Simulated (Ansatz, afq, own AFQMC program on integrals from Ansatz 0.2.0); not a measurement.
## SiNH2, doublet → SiNH2, quartet

```csv
atom,x (Å),y (Å),z (Å)
Si,0.0000,-0.1221,0.5333
N,0.0000,0.1881,-1.0305
H,0.0000,1.1726,1.3200
H,0.0000,-0.3847,-1.8594
```

Connectivity, by distances: SiH–NH.

E(quartet, charge +0) − E(doublet, charge +0) at this geometry, on UHF and UHF determinants.

Basis cc-pVDZ. Noble-gas cores (and the filled d shells of Ga–Kr and In–Xe) are frozen. Ansatz 0.2.0 and our own AFQMC program on the same integrals; the CISD trial comes from CCSD amplitudes, and released means the phaseless constraint is let go. Error bars are statistical, one sigma. The errors of all members are added in quadrature.

No full CI on the walks' own integrals is used here; CCSDT(Q) serves as the reference and is uncertain by about the last step of the cluster series. Each member takes its own surest rung, up to full CI.

The best estimate is CCSD(T) at the basis-set limit (CBS: def2-TZVPP and def2-QZVPP, with their diffuse functions for anions and beside diffuse sets, CCSD(T) itself extrapolated) plus the step from CCSD(T) to CCSDT(Q) in cc-pVDZ. Rows without CBS are in cc-pVDZ, the functionals in def2-TZVP; B2PLYP and the wave-function rows carry a basis error of their own. Core correlation and relativity beyond core potentials are missing, and ± holds the sampling alone.

Cautions: SiNH₂ (doublet): strong correlation (T1 0.051, weight of the determinant 0.83, largest double 0.09), unrestricted determinant slightly spin contaminated (⟨S²⟩ 0.83 against 0.75), its ph-AFQMC/CISD value lies 88 ± 23 meV above CCSDT(Q); SiNH₂ (quartet): another spin lies lower, its ph-AFQMC/CISD value lies 39 ± 10 meV above CCSDT(Q); core correlation is missing, and it shifts such a gap most where an s electron is promoted.

Best estimate: 345.6 kJ/mol.

```json
{"level": "HF", "vertical spin gap (kJ/mol)": "186.6", "error against the best estimate (kJ/mol)": "-159.0"}
{"level": "MP2", "vertical spin gap (kJ/mol)": "318.4", "error against the best estimate (kJ/mol)": "-27.2"}
{"level": "CCSD", "vertical spin gap (kJ/mol)": "320.4", "error against the best estimate (kJ/mol)": "-25.2"}
{"level": "CCSD(T)", "vertical spin gap (kJ/mol)": "335.6", "error against the best estimate (kJ/mol)": "-10.1"}
{"level": "CCSDT", "vertical spin gap (kJ/mol)": "337.8", "error against the best estimate (kJ/mol)": "-7.8"}
{"level": "CCSDT(Q)", "vertical spin gap (kJ/mol)": "340.9", "error against the best estimate (kJ/mol)": "-4.7"}
{"level": "ph-AFQMC/CISD", "vertical spin gap (kJ/mol)": "336.1 ± 2.4", "error against the best estimate (kJ/mol)": "-9.5 ± 2.4"}
{"level": "released AFQMC", "vertical spin gap (kJ/mol)": "339.1 ± 3.4", "error against the best estimate (kJ/mol)": "-6.5 ± 3.4"}
{"level": "HF/CBS", "vertical spin gap (kJ/mol)": "177.6", "error against the best estimate (kJ/mol)": "-168.0"}
{"level": "MP2/CBS", "vertical spin gap (kJ/mol)": "336.6", "error against the best estimate (kJ/mol)": "-9.0"}
{"level": "CCSD(T)/CBS", "vertical spin gap (kJ/mol)": "340.2", "error against the best estimate (kJ/mol)": "-5.4"}
{"level": "PBE", "vertical spin gap (kJ/mol)": "347.4", "error against the best estimate (kJ/mol)": "1.8"}
{"level": "r2SCAN", "vertical spin gap (kJ/mol)": "314.3", "error against the best estimate (kJ/mol)": "-31.3"}
{"level": "PBE0", "vertical spin gap (kJ/mol)": "315.0", "error against the best estimate (kJ/mol)": "-30.6"}
{"level": "B3LYP", "vertical spin gap (kJ/mol)": "338.7", "error against the best estimate (kJ/mol)": "-6.9"}
{"level": "wB97M-V", "vertical spin gap (kJ/mol)": "346.3", "error against the best estimate (kJ/mol)": "0.7"}
{"level": "B2PLYP", "vertical spin gap (kJ/mol)": "344.0", "error against the best estimate (kJ/mol)": "-1.6"}
```

Correlation beyond CCSD(T) adds 5.4 kJ/mol. Going to the basis-set limit adds 4.7 kJ/mol at CCSD(T). The perturbative (T) step is worth +15.1 kJ/mol. Where the cautions show a poor determinant, the low rows tell how each method copes with it, not its usual error.

Best estimates are given only where the step beyond CCSD(T) is under 0.3 eV and no member's determinant is very poor (T1 over 0.05, or 0.07 for open shells, ⟨S²⟩ too high by 0.3, two states mixed), so the hardest cases are missing from such tables.

The functionals ran in a triple-zeta set and keep a basis error of their own, a few kJ/mol for each bond in atomization energies and more for double hybrids, so close places among them and the extrapolated levels can swap.

CCSDT and higher add their correlation energy to the determinant of the CCSD(T) run, since their own runs factorise the integrals more tightly (a shift of under 2 meV). Each member of a difference takes its own highest rung, so a best estimate needn't equal the limit plus the step of one row. A walk keeps the symmetry of its determinant, which the program's search chose and which needn't be the lowest solution, so a lower state of the same spin and another symmetry isn't excluded. Released energies are given only where the last usable release times agree within the noise; a slower fall can still hide under it.
